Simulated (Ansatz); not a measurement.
`c1cocn1`. Total charge 0; spin multiplicity 1. The structure was optimised at the PBE0-D4/def2-TZVP level.

```xyz
8

C     0.538    0.286   -0.821
C     0.900    0.067    0.459
O    -0.211   -0.299    1.150
C    -1.195   -0.278    0.233
N    -0.819    0.059   -0.949
H     1.149    0.590   -1.656
H     1.823    0.117    1.010
H    -2.184   -0.541    0.573
```

Task: What is the dipole moment at PBE/def2-TZVPP? (Best estimate.)

Result: Computed: 1.56 D, with components (1.03, -0.07, 1.17) D in this frame, pointing from negative to positive charge.

Task: And with r2SCAN, B3LYP, ωB97M-V? (Estimate.)

Result: The calculation gave: r2SCAN 1.57 D, B3LYP 1.56 D, ωB97M-V 1.57 D.

Task: Give the Mulliken charges with PBE, r2SCAN, ωB97M-V in def2-TZVPP. (Estimate.)

Result: The calculation gave: 
```
atom    PBE  r2SCAN  ωB97M-V
  C1  -0.10   -0.05    -0.08
  C2  -0.02    0.02     0.00
  O3  -0.15   -0.22    -0.22
  C4   0.07    0.19     0.13
  N5  -0.20   -0.31    -0.26
  H6   0.12    0.10     0.12
  H7   0.15    0.14     0.15
  H8   0.14    0.13     0.15
```

B3LYP here is the variant with VWN-RPA as its local correlation; programs differ in this.
